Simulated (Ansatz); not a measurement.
`C[Si]F` + HCl → `C[Si]Cl` + H–F at 500 K and 1 bar (ligand exchange at the Si–F bond).

Isolated molecules relaxed with PBE0-D4/def2-TZVP in Ansatz; ΔE leaves out vibrations. CCSD(T)/CBS adds triple-zeta CCSD(T) − MP2 to the extrapolated MP2 energy (def2 sets, frozen cores). This one scheme is used for every species.

| species | CCSD(T)/CBS energy (Eh) | H − E (kJ/mol) | S (J/(mol·K)) |
| --- | --- | --- | --- |
| `C[Si]F` | -428.74649 | 127.8 | 324.5 |
| HCl | -460.38127 | 32.5 | 201.9 |
| `C[Si]Cl` | -788.72093 | 126.9 | 336.6 |
| H–F | -100.39570 | 39.4 | 188.7 |

H − E and S are ideal-gas, rigid-rotor, harmonic terms from PBE0-D4/def2-TZVP. 1 Eh = 2625.50 kJ/mol, R = 8.31446 J/(mol·K).

Q: By hand: ΔE, ΔH, ΔS and ΔG.

A: ΔE = (-788.72093) + (-100.39570) − (-428.74649) − (-460.38127) = 0.01113 Eh = 29.2 kJ/mol. Δ(H − E) = 126.9 + 39.4 − 127.8 − 32.5 = 6.0, so ΔH = 35.2 kJ/mol. ΔS = 336.6 + 188.7 − 324.5 − 201.9 = -1.1 J/(mol·K). ΔG = 35.2 − 500 × (-1.1)/1000 = 35.8 kJ/mol.

Q: By hand: the equilibrium constant, and the temperature at which ΔG would vanish if ΔH and ΔS stayed fixed.

A: log₁₀ K = −ΔG/(RT ln 10) = -3.7. ΔH and −TΔS have one sign here, so there is no such temperature.

The number of gas molecules stays the same, so ΔS is small and ΔH decides. A doubt of 5 kJ/mol in ΔE shifts log₁₀ K by 0.5 here. These are equilibria of isolated gas molecules and say nothing of rates. Largest T1 diagnostic: 0.014 (customary marks: 0.02 for closed shells, 0.045 for open ones).

ΔS is within the doubt of such terms, so its sign, and with it that verdict, could turn.
